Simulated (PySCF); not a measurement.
Compound: NH3.
Z-matrix (Å and degrees, PBE0-D3(BJ)/def2-TZVP geometry), rows numbered from 1:
```
N 
H   1  1.0125
H   1  1.0125  2  107.07
H   1  1.0125  2  107.06  3  -114.54
```

The calculation used PBE0-D3(BJ)/def2-TZVP geometry optimisation, gas phase (PySCF).

Masses are those of the commonest isotopes; rigid-rotor values at the optimised geometry. 

Problem. Give the principal moments of inertia and the rotational constants in MHz.

Solution. Ia = 1.69, Ib = 1.69, Ic = 2.67 u·Å²; 505379 MHz·u·Å²/I gives A = 299517, B = 299465, C = 189079 MHz.

Problem. What kind of rotor is it?

Solution. An oblate symmetric top, as the point group C3v requires two equal moments; the computed ones differ by 0.02 % because the geometry is symmetric only within the optimiser's tolerance. Ray's parameter κ = (2B − A − C)/(A − C) = 0.999; −1 is the prolate and +1 the oblate limit.

Problem. Is it planar, by Δ = Ic − Ia − Ib?

Solution. Not planar: Δ = Ic − Ia − Ib = -0.70 u·Å². For a rigid frame Δ = −2 Σ m c², so Σ m c² = 0.35 u·Å² lies off the ab plane: 0.29 from hydrogen and 0.06 from heavier atoms. The atom farthest from that plane is 0.31 Å away.

Problem. Give the other two planar moments, Paa and Pbb, and the rms extents of the mass along the axes.

Solution. Paa = Σ m a² = (Ib + Ic − Ia)/2 = 1.34 and Pbb = Σ m b² = (Ia + Ic − Ib)/2 = 1.34 u·Å². With the mass M = 17.03 u, the rms extents √(P/M) along a, b and c are 0.28, 0.28, 0.14 Å.

Problem. Where do the R-branch lines fall?

Solution. The dipole of 1.69 D lies along the symmetry axis, so ΔK = 0 and J+1 ← J falls at 2B(J+1) for every K: 598.98 GHz, 1197.97 GHz, 1796.95 GHz, 2395.93 GHz, 2994.91 GHz for J = 0 to 4. Inversion tunnelling, which a rigid rotor lacks, splits the real lines of ammonia.

Problem. Estimate the classical rotational partition function at 100 K, 200 K and 500 K.

Solution. Point group C3v, symmetry number σ = 3; q = (√π/σ)·√((kT/h)³/(ABC)), k/h = 20836.6 MHz/K: 13.6 at 100 K, 38.6 at 200 K, 153 at 500 K.

Stationary, but not proved a minimum. These are rigid-rotor constants of the computed structure; measured ground-state constants (B0) also hold zero-point vibration.
